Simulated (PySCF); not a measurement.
`CN(C)C1=CC1`: 4 charge schemes on one density

Compound: C₅H₉N.
Numbering: `[CH3:1][N:2]([CH3:3])[C:4]1=[CH:5][CH2:6]1` (hydrogens: H7, H8, H9 on C1; H10, H11, H12 on C3; H13 on C5; H14, H15 on C6)

Cartesian coordinates in Å at the GFN2-xTB level; atoms count from 1:
```
atom  x, y, z in Å
C1    -1.2501    1.3443   -0.0178
N2    -0.5759    0.0809    0.1636
C3    -1.2381   -1.0702   -0.4006
C4     0.7686    0.0844    0.2365
C5     1.9170    0.6744    0.4385
C6     1.9536   -0.8216    0.2646
H7    -0.6857    2.1235    0.4895
H8    -1.3485    1.6117   -1.0782
H9    -2.2488    1.2837    0.4188
H10   -0.6438   -1.9594   -0.2015
H11   -1.3793   -0.9749   -1.4855
H12   -2.2188   -1.1849    0.0655
H13    2.5010    1.5382    0.6230
H14    2.3240   -1.2549   -0.6629
H15    2.1205   -1.4674    1.1246
```

Density: PBE0/pcSseg-1 (PySCF); schemes: Mulliken, IAO, Hirshfeld and ESP-fitted. One conformer (not necessarily the lowest) at the GFN2-xTB geometry, without solvent, vibrations or thermal averaging.

Task: What partial charge does each atom carry?

Result: In e:

| atom | environment | Mulliken | IAO | Hirshfeld | ESP-fitted |
| --- | --- | --- | --- | --- | --- |
| C1 | N-methyl carbon | -0.071 | -0.302 | -0.060 | -0.436 |
| N2 | enamine nitrogen | -0.655 | -0.166 | -0.048 | -0.109 |
| C3 | N-methyl carbon | -0.071 | -0.302 | -0.061 | -0.247 |
| C4 | vinylic carbon bearing nitrogen | +0.218 | +0.099 | +0.036 | +0.224 |
| C5 | alkene CH carbon | -0.221 | -0.295 | -0.124 | -0.471 |
| C6 | allylic carbon | -0.165 | -0.280 | -0.107 | -0.055 |
| H7 | methyl hydrogen | +0.132 | +0.161 | +0.054 | +0.167 |
| H8 | methyl hydrogen | +0.103 | +0.127 | +0.038 | +0.155 |
| H9 | methyl hydrogen | +0.114 | +0.145 | +0.047 | +0.166 |
| H10 | methyl hydrogen | +0.132 | +0.162 | +0.053 | +0.094 |
| H11 | methyl hydrogen | +0.100 | +0.125 | +0.037 | +0.116 |
| H12 | methyl hydrogen | +0.113 | +0.144 | +0.045 | +0.119 |
| H13 | vinylic hydrogen | +0.056 | +0.163 | +0.054 | +0.215 |
| H14 | methylene hydrogen | +0.109 | +0.110 | +0.019 | +0.036 |
| H15 | methylene hydrogen | +0.108 | +0.109 | +0.019 | +0.027 |

Mean size of the charges over all atoms: IAO 0.179 e, ESP-fitted 0.176 e, Mulliken 0.158 e, Hirshfeld 0.053 e. Each set sums to the total charge, 0, to within 0.001 e. The Hirshfeld scheme weights the molecular density at each point by an atom's share of the summed free-atom densities.

Lowest charge. The schemes don't all agree: Mulliken N2 (-0.655); IAO C1 and C3 (-0.302); Hirshfeld C5 (-0.124); ESP-fitted C5 (-0.471).

Highest charge. The schemes don't all agree: Mulliken C4 (+0.218); IAO H13 (+0.163); Hirshfeld H7 and H13 (+0.054); ESP-fitted C4 (+0.224).

Task: How many electrons does the Mulliken scheme count on C3?

Result: Z − q = 6 − (-0.071) = 6.071.

Task: How closely do the schemes follow one another over all atoms?

Result: Correlation coefficient and root-mean-square difference: IAO with Hirshfeld 0.96, 0.136 e; IAO with ESP-fitted 0.89, 0.098 e; Hirshfeld with ESP-fitted 0.87, 0.167 e; Mulliken with Hirshfeld 0.69, 0.175 e; Mulliken with IAO 0.68, 0.162 e; Mulliken with ESP-fitted 0.58, 0.197 e.

Task: Sum the charges by element, for elements with more than one atom.

Result: 
```tsv
element	atoms	Mulliken	IAO	Hirshfeld	ESP-fitted
C	5	-0.310	-1.079	-0.318	-0.986
H	9	+0.965	+1.245	+0.365	+1.094
```
